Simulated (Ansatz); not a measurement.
## AlNH3 (SMILES [NH2][AlH]): the energy, rung by rung

AlNH3 has 5 atoms, charge 0, and is taken as a doublet. SMILES: `[NH2][AlH]`. Geometry: relaxed at PBE0-D4/def2-TZVP. This is one conformer, not always the lowest.

```xyz
5

N    -0.1166   -0.6608    0.1751
Al    0.8366    0.8339    0.1208
H     0.1485   -1.5053    0.6555
H    -1.0103   -0.7828   -0.2774
H     0.1918    2.0414   -0.7154
```

Quantity: the energy change with the N1–H4 bond stretched from 1.009 to 2.018 Å, in eV. The values are calculated.

```
           level                    kind  program  value (eV)  less FCI/STO-3G  CPU time (all runs)
 U-revPBE/STO-3G                     GGA   Ansatz        4.02            +0.06                3.6 s
    UBLYP/STO-3G                     GGA   Ansatz        3.86            -0.10                3.6 s
 U-r2SCAN/STO-3G                meta-GGA   Ansatz        4.29            +0.33                8.1 s
U-r2SCAN0/STO-3G         hybrid meta-GGA   Ansatz        4.62            +0.66                 13 s
   UHSE06/STO-3G  range-separated hybrid   Ansatz        4.60            +0.64                7.2 s
  UB2PLYP/STO-3G           double hybrid   Ansatz        4.56            +0.60                9.4 s
  RPA@PBE/STO-3G                     RPA   Ansatz        4.17            +0.21                4.7 s
     UMP2/STO-3G     perturbation theory   Ansatz        4.63            +0.67               0.57 s
UCCSDT(Q)/STO-3G   coupled cluster or CI   Ansatz        3.94            -0.02                2.4 s
      FCI/STO-3G      exact in the basis   Ansatz        3.96             0.00                5.4 s
```

FCI/STO-3G is exact within its basis and frozen core, so for wave-function methods in that basis the difference is their error; functionals converge differently with the basis, so for them it is only a difference. The first shape isn't each level's own minimum. The values span 3.86 to 4.63 eV. Spin contamination of the reference (⟨S²⟩ at least 0.1 too high) touches U-revPBE/STO-3G, U-r2SCAN/STO-3G, U-r2SCAN0/STO-3G, UHSE06/STO-3G, UB2PLYP/STO-3G, RPA@PBE/STO-3G, UMP2/STO-3G, UCCSDT(Q)/STO-3G. All rows use very small basis sets, so even the best lies far from the true value. CPU times are rough (shared hosts, several kinds of processor): they show what a rung costs within a factor of a few.
